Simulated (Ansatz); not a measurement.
## Interaction energy ladder

The pair of SiH₄ (SMILES [SiH4], atoms 1–5) and CH₃F (SMILES CF, atoms 6–10), both closed shells, in one local arrangement (a lower one may exist), relaxed at PBE0-D4/def2-TZVP:

Si1  (-0.147, 0.055, -1.891)
H2  (0.950, -0.734, -1.277)
H3  (-0.364, -0.430, -3.280)
H4  (0.211, 1.493, -1.925)
H5  (-1.398, -0.145, -1.116)
C6  (0.143, -0.098, 1.936)
F7  (0.282, 0.996, 1.107)
H8  (1.003, -0.757, 1.800)
H9  (-0.776, -0.626, 1.675)
H10  (0.095, 0.248, 2.971)
(Å)

Program: Ansatz 0.2.0. Basis: def2-TZVPPD, with def2-QZVPPD for the basis limit. Cores are frozen in the correlated methods. B3LYP uses VWN-RPA correlation. Extrapolation: Hartree–Fock as exp(−7.88 √X), correlation as X^−2.97. Interaction energies count from these two fragments, frozen as in the pair, with the counterpoise correction; negative means bound.

(1) What is the interaction energy by CCSD(T) at an estimated basis limit (MP2 extrapolated from triple and quadruple zeta, plus CCSD(T) − MP2 in triple zeta)? (An estimate is asked for; the value comes from the calculation.)

(2) Which atoms make the shortest contact between the fragments?

No T1 diagnostic of these runs exceeds 0.011.

Results:

(1) The calculation gives: -1.52 kcal/mol. Hartree–Fock alone gives 0.16 kcal/mol at the basis limit, so without correlation the pair would not bind at this distance. It counts from the two fragments frozen as in the pair.

The same quantity by other methods in triple zeta, and each one's difference from that estimate:
| method | E_int (kcal/mol) | difference |
| --- | --- | --- |
| PBE-D4 | -1.54 | -0.02 |
| revPBE-D4 | -1.19 | 0.33 |
| BLYP-D4 | -1.20 | 0.32 |
| r2SCAN-D4 | -1.58 | -0.06 |
| B97M-V | -1.59 | -0.07 |
| PBE0-D4 | -1.45 | 0.07 |
| B3LYP-D4 | -1.39 | 0.13 |
| HSE06-D4 | -1.43 | 0.09 |
| wB97X-V | -1.59 | -0.07 |
| wB97M-V | -1.61 | -0.09 |
| B2PLYP | -0.59 | 0.93 |
| HF | 0.17 | 1.69 |
| MP2 | -1.27 | 0.25 |
| CCSD | -1.10 | 0.42 |
| CCSD(T) | -1.32 | 0.20 |
Differences are method less estimate.

(2) H5 and H9, 2.90 Å apart.

Basis-set superposition shift (counterpoise-corrected less uncorrected): CCSD(T) 0.35; MP2 0.34; HF 0.05; PBE0-D4 0.04; wB97M-V 0.05 kcal/mol.

For scale, one of the runs: CCSD(T)/def2-TZVPPD, 244 basis functions, launched by `ansatz run in.yaml --threads 4 --pin off --events-out ev --progress --plain --max-ram 9574MiB`. Time: 78 s of wall clock on 4 CPU threads of an Arm Neoverse V1; the host was shared. Peak host memory: 4.8 GiB.
